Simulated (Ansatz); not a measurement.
Total energies of C₂H₃ (`[CH]=C`) radical.

```xyz
5

C     0.431   -0.408   -0.625
C    -0.025    0.296    0.370
H     0.053   -1.100   -1.364
H    -1.080    0.277    0.652
H     0.620    0.936    0.968
```

The species carries charge 0 and has multiplicity 2. Geometry: relaxed with PBE0-D4/def2-TZVP. Basis def2-TZVPP, the Gaussian-basis code of Ansatz.

RPA on PBE orbitals: Hartree–Fock energy of these orbitals -77.39941 Eh, correlation -0.52076 Eh (frozen core).

```csv
functional,energy without D4 (Eh),D4 term (kJ/mol)
LDA (SPW92),-77.17452,–
PBE,-77.82077,-3.9
revPBE,-77.91246,-15.6
BLYP,-77.89800,-9.1
PBE0,-77.83071,-3.2
B3LYP,-77.93840,-6.3
r2SCAN0,-77.87516,-1.0
HSE06 (plane-wave form),-77.82579,-2.9
BHLYP,-77.88372,-4.1
CAM-B3LYP,-77.88465,-3.1
LC-ωPBE,-77.87308,–
ωB97X-V,-77.90218,–
ωB97M-V,-77.88582,–
B2PLYP,-77.85648,–
```

Task: Give the same for r2SCAN, B97M-V, r2SCANh, PBE-QIDH. (An estimate is asked.)

Result: The calculation gave: 
| functional | energy without D4 (Eh) | D4 term (kJ/mol) |
| --- | --- | --- |
| r2SCAN | -77.88340 | -0.9 |
| B97M-V | -77.93155 | – |
| r2SCANh | -77.87995 | -0.9 |
| PBE-QIDH | -77.81370 | – |

B3LYP takes the VWN-RPA correlation (the form of Gaussian; ORCA's B3LYP/G). HSE06 is the plane-wave form, built on full-range PBE exchange. The double hybrids freeze the cores in their second-order part.

LC-ωPBE has ω = 0.4 bohr⁻¹.
